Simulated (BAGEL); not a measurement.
# SiH3SO (SMILES O[SiH2][S]) at ROHF/6-31G(d) (density fitting with qzvpp-jkfit, spherical functions)

Aim: the energy change on altering one bond length of SiH3SO at ROHF/6-31G* (density fitting with qzvpp-jkfit, spherical functions), from 2 runs. 

Program for the calculation: BAGEL 1.2.2.

## 1. The structure to begin with

The species is SiH3SO (6 atoms), meant as a doublet with charge 0. SMILES: `O[SiH2][S]`. The coordinates come from a PBE0-D4/def2-TZVP relaxation. This is one conformer, not always the lowest.

Bond lengths: O1–Si2 1.639 Å, Si2–S3 2.114 Å, O1–H4 0.959 Å, Si2–H5 1.491 Å, Si2–H6 1.479 Å. Angles: O1–Si2–S3 115.7°, O1–Si2–H5 112.5°, O1–Si2–H6 104.9°, S3–Si2–H5 101.6°, S3–Si2–H6 110.7°, Si2–O1–H4 117.8°, H5–Si2–H6 111.7°.

## 2. A single-point energy at ROHF/6-31G(d) (density fitting with qzvpp-jkfit, spherical functions)

Contents of input.json:

```json
{ "bagel" : [

{
  "title" : "molecule",
  "basis" : "6-31gs.json",
  "df_basis" : "qzvpp-jkfit",
  "angstrom" : true,
  "geometry" : [
    { "atom" : "O", "xyz" : [      -0.506200,      -1.252800,       0.071600 ] },
    { "atom" : "Si", "xyz" : [       0.267300,       0.188600,       0.177600 ] },
    { "atom" : "S", "xyz" : [      -0.863300,       1.879100,      -0.400100 ] },
    { "atom" : "H", "xyz" : [      -0.970300,      -1.452500,      -0.743200 ] },
    { "atom" : "H", "xyz" : [       1.434000,       0.278400,      -0.746100 ] },
    { "atom" : "H", "xyz" : [       0.680600,       0.295200,       1.593900 ] }
  ]
},

{ "title" : "rohf", "nopen" : 1 },

{ "title" : "print", "file" : "orbitals.molden", "orbitals" : true }

]}
```

The basis set 6-31G* is read from a file made from the Basis Set Exchange's data (not shown).

The run is started by

```console
BAGEL_NUM_THREADS=1 BAGEL input.json > input.out
```

The log of the run:

```text
* using 1 threads per process

  ===============================================================
  ===============================================================

  *** Geometry ***

  { "atom" : "O", "xyz" : [     -0.956579,     -2.367449,      0.135304 ] },
  { "atom" : "Si", "xyz" : [      0.505124,      0.356402,      0.335615 ] },
  { "atom" : "S", "xyz" : [     -1.631401,      3.550984,     -0.756079 ] },
  { "atom" : "H", "xyz" : [     -1.833601,     -2.744827,     -1.404444 ] },
  { "atom" : "H", "xyz" : [      2.709867,      0.526100,     -1.409925 ] },
  { "atom" : "H", "xyz" : [      1.286148,      0.557847,      3.012034 ] },

  Number of auxiliary basis functions:      387

  Since a DF basis is specified, we compute 2- and 3-index integrals:
    o Being stored without compression. Storage requirement is 0.010 GB

  Number of basis functions:       56
  Number of electrons      :       41

    * METHOD: MOLECULE                             0.13

  *** Open-shell HF ***

  === Nuclear Repulsion ===
   143.4161038558

      * DIIS with orbital gradients will be used.

  === ROHF iteration (6-31gs.json) ===
      0       -762.88812111          0.05026499           0.05
      1       -763.00504851          0.03236780           0.05
      2       -763.04597120          0.02108718           0.05
      3       -763.07183207          0.00162169           0.05
      4       -763.07252488          0.00043231           0.05
      5       -763.07262390          0.00018965           0.05
      6       -763.07265544          0.00013728           0.05
      7       -763.07267862          0.00011285           0.05
      8       -763.07271327          0.00008740           0.05
      9       -763.07272745          0.00008251           0.05
     10       -763.07275299          0.00007606           0.05
     11       -763.07279048          0.00006533           0.05
     12       -763.07284509          0.00003414           0.05
     13       -763.07286850          0.00002305           0.05
     14       -763.07287251          0.00001164           0.05
     15       -763.07287330          0.00000634           0.05
     16       -763.07287481          0.00000298           0.05
     17       -763.07287485          0.00000120           0.05
     18       -763.07287477          0.00000071           0.05
     19       -763.07287478          0.00000047           0.05
     20       -763.07287478          0.00000030           0.05
     21       -763.07287478          0.00000014           0.05
     22       -763.07287478          0.00000007           0.05
     23       -763.07287478          0.00000006           0.05
     24       -763.07287478          0.00000006           0.05
     25       -763.07287478          0.00000005           0.05
     26       -763.07287478          0.00000004           0.05
     27       -763.07287478          0.00000002           0.05
     28       -763.07287478          0.00000001           0.05
     29       -763.07287478          0.00000001           0.05
    * SCF iteration converged.

    * S^2 (ROHF) is 0.7500

    * Permanent dipole moment:
           (   -0.082597,     0.314264,     0.385580) a.u.

    * METHOD: ROHF                                 1.61

    * METHOD: PRINT                                0.01

  ===============================================================
```

It took 1.9 s on 1 thread of Arm Neoverse V1, shared host; peak memory 0.081 GiB.

## 3. The distorted shape at the same level

Contents of input.json:

```json
{ "bagel": [

{
  "title": "molecule",
  "basis": "6-31gs.json",
  "df_basis": "qzvpp-jkfit",
  "angstrom": true,
  "geometry": [
    { "atom": "O", "xyz": [   -0.892955,   -1.973509,    0.018599 ] },
    { "atom": "Si", "xyz": [    0.267300,    0.188600,    0.177600 ] },
    { "atom": "S", "xyz": [   -0.863300,    1.879100,   -0.400100 ] },
    { "atom": "H", "xyz": [   -1.357055,   -2.173209,   -0.796201 ] },
    { "atom": "H", "xyz": [    1.434000,    0.278400,   -0.746100 ] },
    { "atom": "H", "xyz": [    0.680600,    0.295200,    1.593900 ] }
  ]
},
{
  "title": "rohf",
  "charge": 0,
  "nopen": 1
},
{
  "title": "print",
  "file": "orbitals.molden",
  "orbitals": true
}

]}
```

The basis set 6-31G* is read from a file made from the Basis Set Exchange's data (not shown).

The run is started by

```console
BAGEL_NUM_THREADS=1 BAGEL input.json > input.out
```

The log of the run:

```text
* using 1 threads per process

  ===============================================================
  ===============================================================

  *** Geometry ***

  { "atom" : "O", "xyz" : [     -1.687440,     -3.729392,      0.035147 ] },
  { "atom" : "Si", "xyz" : [      0.505124,      0.356402,      0.335615 ] },
  { "atom" : "S", "xyz" : [     -1.631401,      3.550984,     -0.756079 ] },
  { "atom" : "H", "xyz" : [     -2.564462,     -4.106770,     -1.504602 ] },
  { "atom" : "H", "xyz" : [      2.709867,      0.526100,     -1.409925 ] },
  { "atom" : "H", "xyz" : [      1.286148,      0.557847,      3.012034 ] },

  Number of auxiliary basis functions:      387

  Since a DF basis is specified, we compute 2- and 3-index integrals:
    o Being stored without compression. Storage requirement is 0.010 GB

  Number of basis functions:       56
  Number of electrons      :       41

    * METHOD: MOLECULE                             0.13

  *** Open-shell HF ***

  === Nuclear Repulsion ===
   125.4918082669

      * DIIS with orbital gradients will be used.

  === ROHF iteration (6-31gs.json) ===
      0       -762.62258033          0.06031048           0.05
      1       -762.61236971          0.06649462           0.05
      2       -762.70435089          0.05799775           0.05
      3       -762.93122131          0.00409197           0.05
      4       -762.93358706          0.00109906           0.05
      5       -762.93393804          0.00039509           0.05
      6       -762.93399333          0.00014752           0.05
      7       -762.93400759          0.00007730           0.05
      8       -762.93401348          0.00006173           0.05
      9       -762.93401843          0.00005631           0.05
     10       -762.93402516          0.00005197           0.05
     11       -762.93403179          0.00004873           0.05
     12       -762.93404031          0.00004439           0.05
     13       -762.93405313          0.00003752           0.05
     14       -762.93406697          0.00002674           0.05
     15       -762.93407565          0.00001566           0.05
     16       -762.93407861          0.00000979           0.05
     17       -762.93407912          0.00000727           0.05
     18       -762.93407943          0.00000454           0.05
     19       -762.93407952          0.00000310           0.05
     20       -762.93407958          0.00000121           0.05
     21       -762.93407962          0.00000066           0.05
     22       -762.93407963          0.00000036           0.05
     23       -762.93407963          0.00000017           0.05
     24       -762.93407962          0.00000013           0.05
     25       -762.93407962          0.00000008           0.05
     26       -762.93407963          0.00000005           0.05
     27       -762.93407963          0.00000004           0.05
     28       -762.93407963          0.00000003           0.05
     29       -762.93407963          0.00000003           0.05
     30       -762.93407963          0.00000002           0.05
     31       -762.93407963          0.00000001           0.05
     32       -762.93407963          0.00000001           0.05
    * SCF iteration converged.

    * S^2 (ROHF) is 0.7500

    * Permanent dipole moment:
           (   -0.656152,    -0.985887,     0.252455) a.u.

    * METHOD: ROHF                                 1.72

    * METHOD: PRINT                                0.01

  ===============================================================
```

It took 2 s on 1 thread of Arm Neoverse V1, shared host; peak memory 0.081 GiB.

## 4. Results

At ROHF/6-31G* (density fitting with qzvpp-jkfit, spherical functions):

```
                                                          quantity          value
                                         first shape: total energy  -763.07287 Eh
                                        first shape: dipole moment         1.28 D
                                                 first shape: ⟨S²⟩          0.750
                                     distorted shape: total energy  -762.93408 Eh
                                    distorted shape: dipole moment         3.08 D
                                             distorted shape: ⟨S²⟩          0.750
energy change with the O1–Si2 bond stretched from 1.639 to 2.459 Å       3.777 eV
```

With the O1–Si2 bond stretched from 1.639 to 2.459 Å the energy rises by 3.78 eV (87 kcal/mol). The first shape isn't relaxed at this level, so the change isn't measured from a minimum.
